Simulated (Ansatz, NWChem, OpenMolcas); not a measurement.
**BOF (fluoro(oxo)borane): the HOMO–LUMO gap, rung by rung**

The species is BOF (3 atoms), meant as a singlet with charge 0. As SMILES, `O=BF`. Geometry: relaxed at PBE0-D4/def2-TZVP.

```xyz
3

O     0.9831   -0.5651    0.4799
B     0.0203   -0.0116    0.0099
F    -1.0034    0.5768   -0.4898
```

Quantity: the HOMO–LUMO gap, in eV. The values are calculated.

| level | kind | program | value (eV) | CPU time |
| --- | --- | --- | --- | --- |
| PBE/cc-pVTZ | GGA | NWChem | 7.58 | 17 s |
| revPBE/cc-pVTZ | GGA | OpenMolcas | 7.59 | 13 s |
| M06-L/cc-pVTZ | meta-GGA | OpenMolcas | 8.61 | 17 s |
| TPSS/cc-pVTZ | meta-GGA | NWChem | 7.86 | 19 s |
| BHLYP/cc-pVTZ | global hybrid | Ansatz | 12.42 | 2.6 s |
| M06-2X/cc-pVTZ | hybrid meta-GGA | OpenMolcas | 12.57 | 15 s |
| CAM-B3LYP/cc-pVTZ | range-separated hybrid | NWChem | 12.52 | 58 s |
| wB97X/cc-pVTZ | range-separated hybrid | NWChem | 14.86 | 61 s |

The values span 7.58 to 14.86 eV. Orbital gaps aren't excitation energies; they tend to grow with the share of exact exchange. CPU times are rough (shared hosts, several kinds of processor and program).
